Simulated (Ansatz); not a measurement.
**SiN2H4 (SMILES N[Si]N): one structure at several levels**

The atoms stand at a structure displaced at random from a GFN2-xTB minimum. How far do the functionals agree with CCSD(T) there?

Method: single points in def2-TZVPP; program: Ansatz 0.2.0, Gaussian basis.

Cores are frozen in the correlated methods.

## 1. Where the work starts

SMILES `N[Si]N`, 7 atoms, charge 0, spin multiplicity 1.

Atoms are counted from 1 here; the program's logs count them from 0.

Bond lengths: N1–Si2 1.791 Å, N1–H4 1.000 Å, N1–H5 1.010 Å, Si2–N3 1.721 Å, N3–H6 0.975 Å, N3–H7 0.996 Å. Angles: Si2–N1–H4 126.0°, Si2–N1–H5 122.9°, H4–N1–H5 110.4°, N1–Si2–N3 98.0°, Si2–N3–H6 123.4°, Si2–N3–H7 121.8°, H6–N3–H7 114.6°.

As a file:

```
N    -1.2042    0.3203   -0.4235
Si   -0.1240   -1.1073   -0.4609
N     1.2408   -0.3934    0.3076
H    -2.1441    0.3559   -0.7628
H    -0.9821    1.1638    0.0861
H     1.2441    0.5160    0.6586
H     2.0692   -0.9129    0.4959
```

## 2. CCSD(T)/def2-TZVPP

File run/in.yaml:

```yaml
crystal:
  periodic: [false, false, false]
  atoms:
    - {symbol: N, position_ang: [-1.204200, 0.320300, -0.423500]}
    - {symbol: Si, position_ang: [-0.124000, -1.107300, -0.460900]}
    - {symbol: N, position_ang: [1.240800, -0.393400, 0.307600]}
    - {symbol: H, position_ang: [-2.144100, 0.355900, -0.762800]}
    - {symbol: H, position_ang: [-0.982100, 1.163800, 0.086100]}
    - {symbol: H, position_ang: [1.244100, 0.516000, 0.658600]}
    - {symbol: H, position_ang: [2.069200, -0.912900, 0.495900]}
basis:
  gaussian: {orbitals: def2-TZVPP}
correlation: {method: ccsd_t}
output: {forces: true}
```

The command line of these runs was not kept.

## 3. PBE0-D4/def2-TZVPP

Edit run/in.yaml of step 2 so:

```diff
@@ -12,3 +12,3 @@
   gaussian: {orbitals: def2-TZVPP}
-correlation: {method: ccsd_t}
-output: {forces: true}
+hamiltonian: {xc: pbe0, dispersion: d4}
+output: {forces: true, orbitals: {seedname: orbitals}}
```

## 4. wB97M-V/def2-TZVPP

Edit run/in.yaml of step 3 so:

```diff
@@ -12,3 +12,3 @@
   gaussian: {orbitals: def2-TZVPP}
-hamiltonian: {xc: pbe0, dispersion: d4}
-output: {forces: true, orbitals: {seedname: orbitals}}
+hamiltonian: {xc: {name: wB97M-V}}
+output: {forces: true}
```

## 5. r2SCAN-D4/def2-TZVPP

Edit run/in.yaml of step 4 so:

```diff
@@ -12,3 +12,3 @@
   gaussian: {orbitals: def2-TZVPP}
-hamiltonian: {xc: {name: wB97M-V}}
+hamiltonian: {xc: r2scan, dispersion: d4}
 output: {forces: true}
```

## 6. PBE-D4/def2-TZVPP

Edit run/in.yaml of step 5 so:

```diff
@@ -12,3 +12,3 @@
   gaussian: {orbitals: def2-TZVPP}
-hamiltonian: {xc: r2scan, dispersion: d4}
+hamiltonian: {xc: pbe, dispersion: d4}
 output: {forces: true}
```

## 7. r2SCAN0-D4/def2-TZVPP

Edit run/in.yaml of step 6 so:

```diff
@@ -12,3 +12,3 @@
   gaussian: {orbitals: def2-TZVPP}
-hamiltonian: {xc: pbe, dispersion: d4}
+hamiltonian: {xc: {name: r2SCAN0}, dispersion: d4}
 output: {forces: true}
```

## 8. BHLYP-D4/def2-TZVPP

Edit run/in.yaml of step 7 so:

```diff
@@ -12,3 +12,3 @@
   gaussian: {orbitals: def2-TZVPP}
-hamiltonian: {xc: {name: r2SCAN0}, dispersion: d4}
+hamiltonian: {xc: {name: BHLYP}, dispersion: d4}
 output: {forces: true}
```

(Steps that only read results are left out.)

Before running it: what results should come out? Wanted: energy less free atoms, CCSD(T)/def2-TZVPP; RMS force component; RMS force error; HOMO and LUMO, PBE0-D4; T1 diagnostic.

As calculated:

| quantity | value |
| --- | --- |
| energy less free atoms, CCSD(T)/def2-TZVPP | -2304.7 kJ/mol |
| RMS force component | 0.692 to 0.778 eV/Å over the methods |
| RMS force error | PBE0-D4 0.046, wB97M-V 0.026, r2SCAN-D4 0.030, PBE-D4 0.186, r2SCAN0-D4 0.140, BHLYP-D4 0.216 eV/Å |
| HOMO and LUMO, PBE0-D4 | -6.48 and -0.48 eV |
| T1 diagnostic | 0.013 |

**Reading.** Against CCSD(T) the functionals' energies less atoms differ by -139.2 to -13.4 kJ/mol, PBE-D4 by -139.2 kJ/mol. A larger basis would deepen the CCSD(T) value, while the functionals are nearly converged already, so the order here is not reliable. The forces of wB97M-V come nearest to CCSD(T), those of BHLYP-D4 are farthest. Frozen-core CCSD(T) forces in triple zeta carry basis errors of their own, and this is one geometry, so small gaps rank nothing.
